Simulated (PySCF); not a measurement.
C₄H₆, SMILES C=CC=C. Atoms are numbered in the order given.

```xyz
10

C     -0.1098     1.8511     0.0000
C      0.4004     0.6091     0.0000
C     -0.4004    -0.6091     0.0000
C      0.1098    -1.8511     0.0000
H     -1.1913     2.0205     0.0000
H      0.5324     2.7350     0.0000
H      1.4891     0.4747     0.0000
H     -1.4891    -0.4747     0.0000
H     -0.5324    -2.7350     0.0000
H      1.1913    -2.0205     0.0000
```

Coordinates come from a B3LYP-D3(BJ)/def2-SVP optimisation. One conformer was computed; it need not be the lowest.

Computed with PySCF with HF/pcSseg-1.

GIAO shieldings, no solvent; atoms listed in one row are averaged. δ = σ(ref) − σ: ¹³C against TMS (σ = 192.6 ppm); ¹H against TMS (σ = 31.99 ppm), references at their B3LYP-D3(BJ)/def2-TZVP geometries, non-relativistic.

```
nucleus    atoms  count  δ (ppm)
-------  -------  -----  -------
¹³C       C2, C3      2    147.4
¹³C       C1, C4      2    127.6
¹H        H7, H8      2     6.79
¹H       H5, H10      2     5.79
¹H        H6, H9      2     5.68
```
